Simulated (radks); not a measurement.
# O³⁺ in 1s1.75 2s2 2p1 3d0.25: an all-electron calculation

Wanted: eigenvalues, radial structure and energy terms of the oxygen ion O3+.

The numbers are computed with radks (a radial shooting solver on a logarithmic mesh, Libxc functionals) version 1 (scalar-relativistic Kohn-Sham, LDA (Slater exchange, Perdew-Wang correlation), spin-polarised, spherical densities, point nucleus; open shells are filled with parallel spins first), except any that are marked as measured or tabulated.

### Step 1. The system

| Quantity | Value |
| --- | --- |
| element | oxygen (Z = 8) |
| charge | +3 |
| electrons | 5 |
| configuration | 1s1.75 2s2 2p1 3d0.25 |

### Step 2. The run

The run's settings:

```text
Z 8
configuration 1s1.75 2s2 2p1 3d0.25 3s0 3p0
relativity scalar-relativistic
functional lda,pw
spin polarised
nucleus point
c 137.035999084
```

Run with:

```sh
$ python run_ks.py task.json out
```

This one command runs every case of the session in turn.

**Question.** What will this run give?

The runs gave:

```
                        quantity                   value
                    total energy       -65.45840 hartree
exchange-correlation share of it                  8.62 %
                            −T/E                  0.9979
          highest occupied level       3d up, -19.219 eV
    most extended occupied level  3d up, <r> = 2.58 bohr
 radius at density 0.001 e/bohr³               2.77 bohr
    maxima of the radial density                       2
```

The radial density shows 2 maxima for 3 occupied principal shells; where shells overlap, one shows as a shoulder or not at all. This is not the tabulated ground configuration, so its levels and sizes aren't those of the ground state, and no measured value stands beside it.
